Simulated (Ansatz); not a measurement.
Input file:

```yaml
crystal:
  periodic: [false, false, false]
  atoms:
    - {symbol: B, position_ang: [0.000000, 0.239336, 0.733304]}
    - {symbol: C, position_ang: [0.000000, -0.263083, -0.555159]}
    - {symbol: H, position_ang: [0.000000, 0.567842, -1.249985]}
basis:
  gaussian: {orbitals: 6-31G}
magnetization: {spin_polarized: true, initial_magnetization: 0}
correlation: {method: ccsdt_q, electrons: outside_noble_gas}
```

```sh
$ ansatz run in.yaml --threads 1 --pin off --events-out ev --progress --plain --max-ram 1536MiB
```

The program prints:

```
455 factors; integrals over basis functions are off by at most 1.6e-7 eV
mean field evaluation 1: about -1706.5427 eV, gradient 1.9e1 eV
mean field evaluation 2: about -1706.5449 eV, gradient 1.9e1 eV
mean field evaluation 4: about -1709.2352 eV, gradient 1.9e0 eV
mean field evaluation 8: about -1709.3538 eV, gradient 1.7e-1 eV
mean field evaluation 16: about -1709.7927 eV, gradient 2.8e0 eV
mean field evaluation 32: about -1711.8989 eV, gradient 2.5e-6 eV
mean field evaluation 64: about -1709.3514 eV, gradient 1.7e-1 eV
mean field evaluation 96: about -1710.1525 eV, gradient 4.6e0 eV
mean field evaluation 128: about -1711.8956 eV, gradient 1.8e-1 eV
mean field evaluation 160: about -1709.4134 eV, gradient 1.1e1 eV
...
cycle  26  -3.44575998 eV  change    9.3e-6 eV  update   8.1e-6
cycle  27  -3.44576122 eV  change   -1.2e-6 eV  update   6.0e-6
cycle  28  -3.44576979 eV  change   -8.6e-6 eV  update   4.5e-6
cycle  29  -3.44577498 eV  change   -5.2e-6 eV  update   3.3e-6
cycle  30  -3.44578142 eV  change   -6.4e-6 eV  update   2.3e-6
cycle  31  -3.44578726 eV  change   -5.8e-6 eV  update   1.5e-6
cycle  32  -3.44578895 eV  change   -1.7e-6 eV  update   7.7e-7
cycle  33  -3.44578976 eV  change   -8.1e-7 eV  update   4.9e-7
cycle  34  -3.44579039 eV  change   -6.3e-7 eV  update   3.5e-7
cycle  35  -3.44579071 eV  change   -3.2e-7 eV  update   2.2e-7
perturbative correction -0.03834144 eV, -0.0014090221 hartree
Total energy: -1715.38307268 eV, -63.0391651926 hartree
```

For the same geometry and basis full CI lies 36.6 meV lower.

Ran on 1 thread of Intel Xeon, shared host: 9.5 s wall, 0.15 GiB peak host memory.
